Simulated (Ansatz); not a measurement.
**CHBSi+ (doublet): the correlation ladder, def2-QZVPP**

An exercise on one series of results from a longer session: the logs are not shown, and one member is left open.

Method: def2-QZVPP, core rule «outside noble gas», up to 7 orbitals frozen; program: Ansatz 0.2.0, Gaussian basis.

To be run: UHF; ROHF; CCSD(T) on UHF.

2 further runs of the same task are left out: 2 set aside as unsound or not needed.

## What is computed

The geometry is a PBE0/def2-TZVP stationary point (not a proven minimum) of the parent state, kept for this charge and spin.

4 atoms, charge 1, spin multiplicity 2.

Atoms are counted from 1 here; the program's logs count them from 0.

Bond lengths: B1–Si2 1.815 Å, B1–C3 1.407 Å, Si2–C3 1.732 Å, Si2–H4 1.493 Å. Angles: Si2–B1–C3 63.6°, B1–Si2–C3 46.7°, B1–Si2–H4 165.7°, C3–Si2–H4 147.6°, B1–C3–Si2 69.8°.

Set-up of the first run:

File in.yaml:

```yaml
crystal:
  periodic: [false, false, false]
  atoms:
    - {symbol: B, position_ang: [0.000000, 0.715616, 0.992391]}
    - {symbol: Si, position_ang: [0.000000, 0.025459, -0.685824]}
    - {symbol: C, position_ang: [0.000000, -0.688224, 0.892036]}
    - {symbol: H, position_ang: [0.000000, -0.184056, -2.163841]}
basis:
  gaussian: {orbitals: "def2-QZVPP.json"}
total_charge: 1
magnetization: {spin_polarized: true, initial_magnetization: 1}
hamiltonian: {xc: hf}
output: {orbitals: {seedname: orbitals}}
```

Started as:

```
$ ansatz run in.yaml --threads 1 --pin off --events-out ev --progress --plain --max-ram 2393MiB
```

Among the steps run: UHF; ROHF; CCSD(T) on UHF.

One of the session's tables, all rows but one given; the rest of the session is left out.

```
  method  from UCCSD(T) (kJ/mol)
    ROHF                  +988.5
     UHF                  +944.6
    UMP2                  +137.7
   UCCSD                       ?
UCCSD(T)                       0
```

Q: Estimate the row for UCCSD from the others.

**Answer.** from UCCSD(T) (kJ/mol): +61.5. In the column «from UCCSD(T) (kJ/mol)» it lies between UCCSD(T) (0) and UMP2 (+137.7).
